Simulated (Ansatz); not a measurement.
# C2H3Si (SMILES C#C[SiH2]) at 6 levels

Wanted: a comparison of 6 runs (UHF/aug-cc-pVDZ, UB3LYP/6-31G*, UB3LYP/aug-cc-pVDZ, UBHLYP/aug-cc-pVDZ, USVWN5/aug-cc-pVDZ, UMP2/aug-cc-pVDZ) of C2H3Si. 

The results are computed with Ansatz 0.2.0.

39 further runs of the same task are left out: 39 set aside as unsound or not needed. Runs told in other sessions of the task aren't counted.

### Step 1. The molecule

C2H3Si: 6 atoms, total charge 0, spin state doublet. As SMILES, `C#C[SiH2]`. The Si3–H6 distance was set to 1.929 Å, away from the relaxed value.

Bond lengths: C1–C2 1.210 Å, C2–Si3 1.803 Å, C1–H4 1.066 Å, Si3–H5 1.484 Å. Angles: C1–C2–Si3 174.9°, C2–C1–H4 179.3°, C2–Si3–H5 111.4°. A long bond or contact: Si3–H6 1.929 Å.

### Step 2. The energy at UHF/aug-cc-pVDZ (run 1)

File molecule.yaml:

```yaml
crystal:
  periodic: [false, false, false]
  atoms:
    - {symbol: C, position_ang: [1.290425, -1.472913, 0.225605]}
    - {symbol: C, position_ang: [0.646725, -0.525113, -0.163695]}
    - {symbol: Si, position_ang: [-0.173775, 0.966287, -0.758895]}
    - {symbol: H, position_ang: [1.846125, -2.315013, 0.570005]}
    - {symbol: H, position_ang: [-0.866875, 0.723987, -2.048195]}
    - {symbol: H, position_ang: [-1.346900, 1.705600, 0.581800]}
basis:
  gaussian:
    orbitals: aug-cc-pVDZ
magnetization:
  spin_polarized: true
  initial_magnetization: 1
hamiltonian:
  xc: hf
accuracy: high
output: {orbitals: {seedname: orbitals}}
```

Run with:

```console
$ ansatz run molecule.yaml --threads 1 --pin off --max-ram 2610MiB --events-out events.jsonl --progress --plain --runs-dir runs
```

The log of the run:

```text
Warning: RAYON_NUM_THREADS=1 ignored (pool sized by the plan → 1); use --threads N
Functional definition: HF
  name "HF"
  exchange = exact_x
  correlation = 0
1871 factors; integrals over basis functions are off by at most 3.4e-9 eV
mean field evaluation 1: about -9963.7788 eV, gradient 2.0e1 eV
mean field evaluation 2: about -9963.8189 eV, gradient 2.0e1 eV
mean field evaluation 4: about -9966.9420 eV, gradient 2.5e0 eV
mean field evaluation 8: about -9967.0591 eV, gradient 2.6e-1 eV
mean field evaluation 16: about -9967.0722 eV, gradient 1.9e-3 eV
mean field evaluation 32: about -9966.8890 eV, gradient 1.5e0 eV
mean field evaluation 64: about -9963.2864 eV, gradient 7.4e0 eV
mean field -9967.07224411 eV, -366.2831490470 hartree, gradient 7.9e-8 eV, S^2 0.836530; 0 other end points of the search recorded, 0 dependent functions left out
reference -9967.07224411 eV, -366.2831490470 hartree; 15, 14 occupied and 85, 86 virtual orbitals, 1871 factors
Total energy: -9967.07224411 eV, -366.2831490470 hartree
```

Run time: 2.4 s. Hardware: 1 thread of AMD EPYC 9R45 (Zen 5), shared host; peak memory 0.32 GiB.

### Step 3. A single-point energy at UB3LYP/6-31G(d) (spherical functions) (run 2)

molecule.yaml, as its differences from that of step 2:

```diff
@@ -10,10 +10,6 @@
 basis:
-  gaussian:
-    orbitals: aug-cc-pVDZ
-magnetization:
-  spin_polarized: true
-  initial_magnetization: 1
-hamiltonian:
-  xc: hf
+  gaussian: {orbitals: 6-31G_st_-spherical.json}
+hamiltonian: {xc: {name: B3LYP}}
+magnetization: {spin_polarized: true, initial_magnetization: 1}
+output: {orbitals: {seedname: orbitals}}
 accuracy: high
-output: {orbitals: {seedname: orbitals}}
```

The basis set 6-31G* is read from a file made from the Basis Set Exchange's data (not shown).

Run with:

```console
$ ansatz run molecule.yaml --threads 1 --pin off --max-ram 2610MiB --events-out events.jsonl --progress --plain --runs-dir runs
```

The log of the run:

```text
Warning: RAYON_NUM_THREADS=1 ignored (pool sized by the plan → 1); use --threads N
Functional definition: B3LYP
  name "B3LYP"
  parameter a0 = 0.2
  parameter ax = 0.72
  parameter ac = 0.81
  exchange = (1 - a0 - ax)*slater_x + ax*b88_x + a0*exact_x
  correlation = (1 - ac)*vwn_rpa_c + ac*lyp_c
1098 factors; integrals over basis functions are off by at most 3.4e-9 eV
mean field evaluation 1: about -9991.4663 eV, gradient 2.8e1 eV
mean field evaluation 2: about -9980.1567 eV, gradient 4.8e1 eV
mean field evaluation 4: about -9995.6038 eV, gradient 9.4e0 eV
mean field evaluation 8: about -9996.1651 eV, gradient 2.0e-1 eV
mean field evaluation 16: about -9996.1657 eV, gradient 5.2e-4 eV
mean field evaluation 32: about -9996.1657 eV, gradient 6.2e-8 eV
mean field -9996.16573187 eV, -367.3523150016 hartree, gradient 6.2e-8 eV, S^2 0.755262; 0 other end points of the search recorded, 0 dependent functions left out
reference -9996.16576724 eV, -367.3523163015 hartree; 15, 14 occupied and 37, 38 virtual orbitals, 1098 factors
Total energy: -9996.16576724 eV, -367.3523163015 hartree
```

Run time: 2.1 s. Hardware: 1 thread of AMD EPYC 9R45 (Zen 5), shared host; peak memory 0.21 GiB.

Runs 3 to 5 aren't shown in full; the table further down has their settings and results.

### Step 4. The energy at UMP2/aug-cc-pVDZ (run 6)

File molecule.yaml:

```yaml
crystal:
  periodic: [false, false, false]
  atoms:
    - symbol: C
      position_ang: [1.290425, -1.472913, 0.225605]
    - symbol: C
      position_ang: [0.646725, -0.525113, -0.163695]
    - symbol: Si
      position_ang: [-0.173775, 0.966287, -0.758895]
    - symbol: H
      position_ang: [1.846125, -2.315013, 0.570005]
    - symbol: H
      position_ang: [-0.866875, 0.723987, -2.048195]
    - symbol: H
      position_ang: [-1.346900, 1.705600, 0.581800]
basis:
  gaussian:
    orbitals: aug-cc-pVDZ
magnetization:
  spin_polarized: true
  initial_magnetization: 1
correlation:
  method: mp2
  frozen_orbitals: {C: 1, H: 0, Si: 5}
accuracy: high
```

Run with:

```console
$ ansatz run molecule.yaml --threads 1 --pin off --max-ram 2610MiB --events-out events.jsonl --progress --plain --runs-dir runs
```

The log of the run:

```text
Warning: RAYON_NUM_THREADS=1 ignored (pool sized by the plan → 1); use --threads N
[... 4 set-up lines as earlier in the session ...]
1871 factors; integrals over basis functions are off by at most 3.4e-9 eV
mean field evaluation 1: about -9963.7788 eV, gradient 2.0e1 eV
mean field evaluation 2: about -9963.8189 eV, gradient 2.0e1 eV
mean field evaluation 4: about -9966.9420 eV, gradient 2.5e0 eV
mean field evaluation 8: about -9967.0591 eV, gradient 2.6e-1 eV
mean field evaluation 16: about -9967.0722 eV, gradient 1.9e-3 eV
mean field evaluation 32: about -9962.8369 eV, gradient 6.8e0 eV
mean field -9967.07224411 eV, -366.2831490470 hartree, gradient 7.9e-8 eV, S^2 0.836530; 3 other end points of the search recorded, 0 dependent functions left out
7 core orbitals not correlated: weight in the atoms' cores, before any rotation towards them, 1.000 or more for the frozen orbitals, at most 0.000 for the correlated occupied ones
reference -9967.07224411 eV, -366.2831490470 hartree; 8, 7 occupied and 85, 86 virtual orbitals, 1871 factors
second order -9.24465283 eV of doubles, -0.00000000 eV of singles
Total energy: -9976.31689694 eV, -366.6228837722 hartree
```

Run time: 2.2 s. Hardware: 1 thread of AMD EPYC 9R45 (Zen 5), shared host; peak memory 0.3 GiB.

### Step 5. Overview of the runs

```tsv
run	level	frozen core orbitals	energy (Eh)	HOMO energy (eV)	LUMO energy (eV)	⟨S²⟩	wall time
1	UHF/aug-cc-pVDZ	–	-366.283149	-9.05	0.55	0.837	2.4 s
2	UB3LYP/6-31G* (spherical functions)	–	-367.352316	-5.89	-3.11	0.755	2.1 s
3	UB3LYP/aug-cc-pVDZ	–	-367.382904	-6.07	-3.31	0.755	4.8 s
4	UBHLYP/aug-cc-pVDZ	–	-367.307259	-7.20	-2.14	0.761	4.8 s
5	USVWN5/aug-cc-pVDZ	–	-365.458898	-5.25	-4.21	0.752	1.9 s
6	UMP2/aug-cc-pVDZ	7	-366.622884	–	–	0.837	2.2 s
```

### Step 6. Results

```
                                          quantity          value
                               run 6: total energy  -366.62288 Eh
run 6: correlation energy (7 core orbitals frozen)     -339.7 mEh
          run 6: ⟨S²⟩ of the reference determinant          0.837
```

Totals of different functionals can't be ranked against each other. All runs together took 18 s, the longest 4.8 s.
